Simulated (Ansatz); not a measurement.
**Molecular dynamics of H9NSi2**

The input (input.yaml):

```yaml
crystal:
  periodic: [false, false, false]
  atoms:
    - { symbol: Si, position_ang: [-0.366618, 0.099426, -0.060474] }
    - { symbol: H, position_ang: [0.057898, -1.185324, 1.238107] }
    - { symbol: H, position_ang: [0.781102, 0.872433, 0.480254] }
    - { symbol: H, position_ang: [-1.062062, 1.137636, -0.924606] }
    - { symbol: H, position_ang: [-0.104851, -0.983137, -1.0443] }
    - { symbol: "N", position_ang: [-1.861846, -0.107108, 1.106241] }
    - { symbol: H, position_ang: [-2.626784, -0.597711, 0.638956] }
    - { symbol: Si, position_ang: [-2.388344, 1.247427, 2.146901] }
    - { symbol: H, position_ang: [-3.442903, 0.754084, 3.069313] }
    - { symbol: H, position_ang: [-1.179937, 1.66353, 2.898001] }
    - { symbol: H, position_ang: [-2.914657, 2.375096, 1.337731] }
    - { symbol: H, position_ang: [-1.030799, -0.876251, 1.521275] }
basis:
  gaussian: { orbitals: "6-31G*" }
hamiltonian:
  xc: pbe0
  dispersion: d4
md:
  timestep: 0.5
  n_steps: 200
  ensemble: nve
  temperature: 300.0
  initial_velocities: maxwell_boltzmann
  seed: 11635
```

Run as:

```bash
$ ansatz run input.yaml --threads 1 --pin off --max-ram 2048MiB --backend cpu --events-out ev --progress --plain --runs-dir out
```

It starts at the highest image of a converged band. Of that band: Neighbouring images differ by up to 1.7 eV, so the band resolves the path poorly. A vibrational analysis at the climbing image gives one clearly imaginary mode, 1436i cm⁻¹: a first-order saddle point.

Output, in part (step lines, the closing report, with atoms numbered from 0):

```
md step     0: t =     0.00 fs  T =   300.0 K  F+E_penalty+E_count = -17380.15008269 eV  E_kin = 0.387780 eV  conserved = -17379.76230269 eV  (23 SCF iters)
[... lines left out ...]
Total energy: -17381.54966059 eV, -638.7601683891 hartree
Atom 0 at     0.695066     0.274482    -0.819960 Å, force    -1.260918     0.316690     0.162373 eV/Å
Atom 1 at     0.643564     1.406465     0.145969 Å, force     0.889029     0.023979     0.112203 eV/Å
Atom 2 at     1.943861    -0.327782    -1.380755 Å, force    -0.017521     0.414771     0.168027 eV/Å
Atom 3 at    -0.231838     0.882892    -1.838064 Å, force     0.326436    -0.479322    -0.232183 eV/Å
Atom 4 at    -0.059640    -0.760557    -0.062850 Å, force     0.041376    -0.267977    -0.183270 eV/Å
Atom 5 at    -3.591606    -0.272959     2.257867 Å, force    -0.236766    -1.848125     0.875298 eV/Å
Atom 6 at    -3.789425    -0.817571     1.431209 Å, force     0.090822     0.782566    -0.687213 eV/Å
Atom 7 at    -2.573753     1.124788     2.362177 Å, force    -0.650049    -0.381748    -1.032810 eV/Å
Atom 8 at    -3.197278     2.271816     3.016268 Å, force    -0.387363     0.428223     0.289258 eV/Å
Atom 9 at    -1.402757     0.828627     3.155124 Å, force     0.940686    -0.150787     0.352407 eV/Å
Atom 10 at    -2.284914     1.560866     0.955022 Å, force     0.157603    -0.091141     0.205191 eV/Å
Atom 11 at    -3.522984    -1.040198     2.952853 Å, force     0.106666     1.252870    -0.029281 eV/Å
Dipole moment:     0.158065    -0.329773    -0.063831 e Å
```

The steps, from the saved trajectory:

```tsv
time (fs)	T (K)	potential energy less start (eV)	conserved less start (meV/atom)
0	300	0.000	0.00
3	187	0.147	0.09
6	137	0.211	0.09
9	206	0.122	0.05
12	295	0.008	0.10
15	501	-0.260	0.00
18	608	-0.398	0.05
21	720	-0.542	0.04
24	826	-0.680	-0.03
27	770	-0.606	0.05
30	708	-0.526	0.06
33	730	-0.556	0.01
36	701	-0.518	0.09
39	870	-0.737	0.02
42	1096	-1.029	-0.01
45	1174	-1.129	0.08
48	1313	-1.309	-0.01
51	1379	-1.394	0.05
54	1443	-1.477	0.01
57	1375	-1.390	0.02
60	1329	-1.329	0.09
63	1459	-1.498	-0.01
66	1432	-1.463	0.03
69	1462	-1.502	0.01
72	1474	-1.517	0.02
75	1403	-1.425	0.04
78	1414	-1.440	0.02
81	1404	-1.427	0.08
84	1497	-1.548	-0.03
87	1445	-1.480	0.04
90	1370	-1.383	0.09
93	1464	-1.505	-0.01
96	1413	-1.439	0.03
99	1362	-1.373	0.05
```

The run went to its last step. The conserved energy stayed within 0.12 meV per atom of its start (net change 0.032 meV per atom), so the integration is sound. The kinetic energy rose, since the run started high on the potential surface and went downhill. It ends in pieces (H4Si + H5NSi), so much of that is their flight and rotation, not heat. A run of 0.1 ps of so small a system gives no equilibrium averages. The orbitals stay closed-shell, which can raise the energy where a bond breaks towards radicals; this wasn't checked here.

Between its relaxed ends the band would form Si1–N6, H2–H12 and break Si1–H2, N6–H12. These pairs go: Si1–N6 1.91 → 5.31 Å, H2–H12 1.17 → 5.59 Å, Si1–H2 1.88 → 1.49 Å, N6–H12 1.21 → 1.04 Å. In the last frame they stand as before the step (other bonds may differ from the relaxed reactants and products). It ends as H4Si + H5NSi. Pairs count as bonded within 1.25 times the sum of covalent radii (0.12 Å more for H–H).

Last frame:

```xyz
12
Properties=species:S:1:pos:R:3
Si 0.695 0.275 -0.820
H 0.644 1.407 0.146
H 1.944 -0.328 -1.381
H -0.232 0.883 -1.838
H -0.060 -0.761 -0.063
N -3.592 -0.273 2.258
H -3.789 -0.818 1.431
Si -2.574 1.125 2.362
H -3.197 2.272 3.016
H -1.403 0.829 3.155
H -2.285 1.561 0.955
H -3.523 -1.040 2.953
```

Time of the run: 9.4 min on 1 thread of Arm Neoverse V2, on a shared host, peak memory 0.14 GiB.
